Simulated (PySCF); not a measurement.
Constants of CH⁻, step by step

State: ³Σ⁻, triplet, unpaired electrons π ↑↑. De refers to H + C⁻. ROHF-based CCSD(T) in PySCF 2.14 with H aug-cc-pVTZ, C aug-cc-pVTZ and H aug-cc-pVQZ, C aug-cc-pVQZ (frozen core orbitals: 1; no relativity). Correlation energies are extrapolated as n⁻³ (n = 3, 4), Hartree–Fock as (n+1)·exp(−9√n). CV is the change on freezing 0 orbitals instead, in H cc-pVTZ, C cc-pwCVTZ. SR is the spin-free X2C energy in H cc-pVTZ-DK, C cc-pVTZ-DK less the non-relativistic one in H cc-pVTZ, C cc-pVTZ.

```tsv
Level	Re (Å)	ωe (cm⁻¹)	ωexe (cm⁻¹)	αe (cm⁻¹)	De (eV)
CCSD(T)/TZ	1.1387	2614.9	77.8	0.644	3.507
CCSD(T)/QZ	1.1369	2626.9	78.1	0.640	3.551
HF/CBS	1.1226	2745.5	83.4	0.646	2.318
MP2/CBS	1.1270	2753.4	66.6	0.567	3.529
CCSD/CBS	1.1330	2661.6	77.7	0.632	3.532
CCSD(T)/CBS	1.1359	2634.8	78.1	0.637	3.580
CCSD(T)/CBS+CV	1.1341	2643.7	78.2	0.638	3.586
CCSD(T)/CBS+CV+SR	1.1342	2642.2	78.2	0.638	3.584
```

Question: How much is left between CCSD(T)/QZ and the basis-set limit, and how much do the triples give at the limit?

Answer: CCSD(T)/CBS less CCSD(T)/QZ: -1.0 mÅ in Re, +7.9 cm⁻¹ in ωe and +0.029 eV in De. CCSD(T)/CBS less CCSD/CBS: +2.9 mÅ in Re, -26.8 cm⁻¹ in ωe and +0.048 eV in De.

Question: What do the later terms add?

Answer: CV: -1.8 mÅ in Re, +8.9 cm⁻¹ in ωe and +0.006 eV in De; SR: +0.1 mÅ in Re, -1.5 cm⁻¹ in ωe and -0.002 eV in De, each against the row above.

The T1 diagnostic is 0.026. The state was picked by a PBE0 search and need not be the measured ground state. Spin–orbit coupling, excitations beyond (T) and corrections to the Born–Oppenheimer picture are left out.

The whole job (state search and all basis sets along the bond) took about 11 min on 4 threads of Intel Xeon Platinum 8259CL @ 2.50GHz (shared host), peak memory 13 GiB.
